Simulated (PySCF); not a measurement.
Work out the structure from these simulated measurements.

Elements present: C, F, H and N. Monoisotopic mass: 95.0547 u.

* UV, strongest line: among the 8 lowest singlet transitions: S4 at 7.93 eV (156 nm, f = 0.042) [TDDFT B3LYP/def2-SVPD]
* Rotational structure: rotational constants A, B, C: 4.859, 2.745, 2.676 GHz [GFN2-xTB]
* Dipole: 2.24 D [B3LYP/def2-SVPD]
* XPS: C1s 291.0, C1s 292.0, C1s 295.3, N1s 405.5, F1s 692.8 (×2) eV [ΔSCF SCAN, pcX-2 on the ionised atom, pcseg-1 elsewhere, spin-free X2C]
* Triplet: lowest triplet excitation (Tamm–Dancoff): 6.07 eV [TDA B3LYP/def2-SVPD]
* Polarisability: 49.1 au [B3LYP/def2-SVPD]
* UV, first state: lowest singlet excitation: 6.34 eV (195 nm, f = 0.010) [TDDFT B3LYP/def2-SVPD]

The electronic properties come from PySCF, for the isolated species, density fitting. Levels stand in brackets. Isolated species at its GFN2-xTB geometry (one conformer only).

**Question.** Which formula fits the mass and the elements?

**Answer.** C3H7F2N (calculated 95.0547). No other formula that holds each of these elements comes within 0.0003 u with a fitting electron parity and a possible valence count.

**Question.** Give a SMILES that accounts for the data.

**Answer.** Numbering: `[CH3:1][C:2]([F:3])([F:4])[CH2:5][NH2:6]`. Its formula, C3H7F2N, gives 0 degrees of unsaturation, so no ring and no π bond. The core levels belong to: C1s 291.0 eV, methyl carbon [C1]; C1s 292.0 eV, sp3 carbon bound to nitrogen [C5]; C1s 295.3 eV, CF2 carbon [C2]; N1s 405.5 eV, primary amine nitrogen [N6]; F1s 692.8 eV, fluorine of a CF2 group [F3/F4]. One atom of each topological class was ionised and stands for its class. The optimised geometry has point group C1 and is an asymmetric top. Structure: `CC(F)(F)CN`. Computed isomers that give other values at the same levels: `C[C@H](N)C(F)F` (smallest rotational constant: 2.402 GHz; this holds for the one conformer computed). The assignments are read from this structure; whether some other isomer fits the data as well wasn't checked.

The values belong to the conformer `[CH3:1][C:2]([F:3])([F:4])[CH2:5][NH2:6]`: C1–C2–C5–N6 -54°, H–N6–C5–C2 179°, H–N6–C5–C2 -62°.
